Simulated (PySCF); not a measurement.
# Core-level binding energies of 1,1-dichloro-2-fluoroethane

1,1-dichloro-2-fluoroethane, C2H3Cl2F.
Bonds: F1–C2, C2–C3, C3–Cl4, C3–Cl5. Hydrogens: H6, H7 on C2; H8 on C3.

Level of theory: delta-SCF UKS SCAN, pcX-2 on the ionised atom, pcseg-1 elsewhere, spin-free X2C in PySCF. Vertical ΔSCF values, vacuum level as zero.

Q: Give the core binding energies atom by atom.

A: 
```
atom(s)      bonded to     level  binding energy (eV)  2p1/2 (eV)  above the level's lowest (eV)  count
     F1              C      F 1s               693.26           –                           0.00      1
     C2   F, C and 2 H      C 1s               294.06           –                           0.00      1
     C3  2 Cl, C and H      C 1s               294.28           –                          +0.22      1
Cl4/Cl5              C  Cl 2p3/2               206.79      208.45                           0.00      2
Cl4/Cl5              C     Cl 1s              2829.38           –                           0.00      2
```

The 2 C 1s values lie within 0.22 eV of each other; Gaussian lines of 0.5 eV full width would blend them into one maximum.

Q: What is the longest wavelength that can ionise Cl 1s of Cl4/Cl5 vertically?

A: λ = hc/E = 12398.42 eV Å / 2829.38 eV = 4.382 Å.

Q: Which photon energy gives electrons from Cl 1s of Cl4/Cl5 a kinetic energy of 200 eV, and what is their de Broglie wavelength?

A: hν = 2829.38 + 200 = 3029.38 eV, recoil neglected; λ = 12.264 Å/√(E/eV) = 0.87 Å.

Topologically equivalent atoms share the value of their first member; where this conformer doesn't relate them by symmetry, their own values could differ. The 2p values aren't plain energy differences: one relaxed spin-free 2p hole is combined with a matrix within the shell (ground-state 2p orbital-energy differences and spin–orbit coupling). 2p3/2, the mean of its two sublevels, lies a third of the splitting below the shell's mean and 2p1/2 two thirds above it; the statistical areas are 2:1. 2p1/2 minus 2p3/2 (ligand field included): Cl 1.65 eV. The structure is a single PBE0-D3(BJ)/def2-SVP conformer in the gas phase; no vibrational or solvent corrections.

Time: 18 s. Hardware: one thread, x86-64 server, on a shared host.

Conformer computed: `[F:1][CH2:2][CH:3]([Cl:4])[Cl:5]`: F1–C2–C3–Cl4 -176°.
